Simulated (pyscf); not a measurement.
Single points on ωB97X-D3(BJ)/def2-SVP structures (PySCF, gas phase).

Question: For the elementary gas-phase step `[NH2][SiH2][NH][SiH3]` + `[H]` [doublet] → `[SiH2][NH][SiH3]` [doublet] + `[NH3]` (doublet surface; N–Si broken, H–N formed), what barrier and reaction energy does ωB97M-D3(BJ)/def2-TZVP give, measured from the separated reactants?

Answer: ΔE‡ = 18.1 kcal/mol, ΔE = -1.3 kcal/mol. Zero-point energy shifts the barrier by +2.1 kcal/mol. It is a substitution at N, with an imaginary mode of 1881i cm⁻¹. On the product side the descent ends in a complex (not fully relaxed), 6.7 kcal/mol under the separated species and 28.3 kcal/mol under the saddle at ωB97X-D3(BJ)/def2-TZVP. At ωB97X-D3(BJ) the barrier from the zero used here is 20.6 kcal/mol. Abstraction by the radical was not located in this set and often lies lower. One saddle was located; it need not be the lowest between these sides. The angle at the attacked N is 130°.
